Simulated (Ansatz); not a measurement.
**One structure, 3 elements: K2Ru, Rb2Ru, Cs2Ru**

Plane-wave DFT in Ansatz with scalar-relativistic PAW potentials, cutoff 420 eV, Γ-centred meshes chosen by cell and gap, Gaussian smearing with energies taken to zero width. Every cell was relaxed (cell and atoms) in a run of its own, within the symmetry of its start. Functional: PBE.

All members share space group Fd-3m and the same sites; only the element on one set of sites changes (K, Rb, Cs). Members needn't be the stable form of their composition. Energies over the elements, where given, are against the elements' standard states in the same functional (H₂, N₂, O₂ and halogens uncorrected, Hg as a solid). The first member:

Space group Fd-3m:1 (No. 227). a = 8.857 Å, b = 8.857 Å, c = 8.857 Å, α = 90.00°, β = 90.00°, γ = 90.00°
```tsv
atom	site	symmetry	x	y	z
K	16c	.-3m	0.1250	0.1250	0.1250
Ru	8b	-43m	0.0000	0.0000	0.5000
```

| compound | V (Å³/atom) | a (Å) | energy over elements (eV/atom) |
| --- | --- | --- | --- |
| K2Ru | 28.95 | 8.857 | 1.778 |
| Cs2Ru | 39.83 | 9.851 | 1.999 |

**Question.** Predict the member with Rb.

**Answer.** V (Å³/atom) 34.83, a (Å) 9.420, energy over elements (eV/atom) 1.952. Interpolating linearly in period between K and Cs would give 34.39 Å³/atom (1.3 % too small), with 1.889 eV/atom over the elements. Over the whole series the volume grows at each step down the group; all are metallic on the mesh; none is bound against its elements in this structure, and K comes closest.

Spin-orbit coupling is left out, which matters for the bands of heavy elements.